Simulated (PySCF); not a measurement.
Compound: C₄H₆O.
Atom-mapped SMILES: `[O:1]=[CH:2][CH:3]1[CH2:4][CH2:5]1`

Geometry (PBE0-D3(BJ)/def2-TZVP, Å), atoms numbered from 1 in this order:
```
atom  x, y, z in Å
O1     2.593   -0.579   -0.138
C2     1.510   -0.270    0.282
C3     0.287   -0.159   -0.522
C4    -1.016   -0.525    0.153
C5    -0.713    0.898   -0.110
H6     1.363   -0.037    1.364
H7     0.401   -0.376   -1.576
H8    -1.751   -1.027   -0.463
H9    -0.960   -0.882    1.175
H10   -1.231    1.406   -0.912
H11   -0.447    1.529    0.730
```

NICS is the negative of the GIAO shielding at a point without a nucleus: at the ring centre (0) and 1 Å above and below it (1); zz is the component along the ring normal. Level: GIAO B97-2/pcSseg-2 (PySCF, non-relativistic, gas phase) on the PBE0-D3(BJ)/def2-TZVP geometry, one conformer.

Ring bond lengths (Å): C3–C4 1.512, C4–C5 1.479, C5–C3 1.512.

What do the NICS probes read (ppm)?

```tsv
ring	type	NICS(0)	NICS(1), two faces	NICS(1)zz, two faces	rms pucker (Å)	centre to ring atoms, mean (Å)
C3–C4–C5	3-membered carbocycle; formal bonds all single	-43.2	-9.1 / -8.4	-24.7 / -25.6	0.00	0.87
```

What do they say, and how far can they be read as aromaticity?

- C3–C4–C5: mean NICS(1)zz -25.2 ppm, shielded. C3, C4, C5 have four or more neighbours, so the value isn't read as a sign of a π ring current. NICS(0) lies 34 ppm below the mean NICS(1).

How do the values depend on the level or the medium?

```tsv
level	NICS(0), C3–C4–C5	mean NICS(1)zz, C3–C4–C5
B97-2/pcSseg-2, gas	-43.2	-25.2
KT3/pcSseg-2, gas	-42.1	-24.5
PBE0/pcSseg-2, gas	-43.4	-25.4
wB97X-D/pcSseg-2, gas	-43.3	-25.4
WP04/pcSseg-2, IEF-PCM chloroform	-41.7	-24.0
wB97X-D/pcSseg-2, IEF-PCM chloroform	-43.5	-25.4
```

The geometry is the same throughout; the continuum's cavity takes Bondi-type radii × 1.2.
